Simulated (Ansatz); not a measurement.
Mulliken charges of C$_{3}$H$_{5}$N (`C1=CNC1`) from r2SCAN/def2-TZVPP in Ansatz (PBE0-D4/def2-TZVP geometry).

| atom | x (Å) | y (Å) | z (Å) | charge (e) |
| --- | --- | --- | --- | --- |
| C1 | -0.625 | 0.791 | 0.004 | -0.301 |
| C2 | 0.674 | 0.792 | -0.323 | 0.033 |
| N3 | 0.856 | -0.612 | -0.307 | -0.279 |
| C4 | -0.556 | -0.705 | 0.170 | 0.118 |
| H5 | -1.422 | 1.517 | 0.006 | 0.105 |
| H6 | 1.420 | 1.528 | -0.600 | 0.098 |
| H7 | 1.562 | -0.977 | 0.325 | 0.132 |
| H8 | -1.182 | -1.311 | -0.490 | 0.041 |
| H9 | -0.639 | -1.070 | 1.197 | 0.052 |

Problem. By hand: the dipole of these point charges (1 e Å = 4.8032 D).

Solution. Σ q r = (0.020, -0.054, 0.121) e Å, of length 0.134 e Å = 0.64 D.

Problem. How does the dipole of the full density compare? (Best estimate.)

Solution. Computed: (0.036, -0.028, 0.213) e Å, 1.05 D; the point charges give 0.61 times that, at 16° from its direction.

Point charges leave out the atoms' own dipoles, such as those of lone pairs, and Mulliken's split depends on the basis, so the two needn't agree.
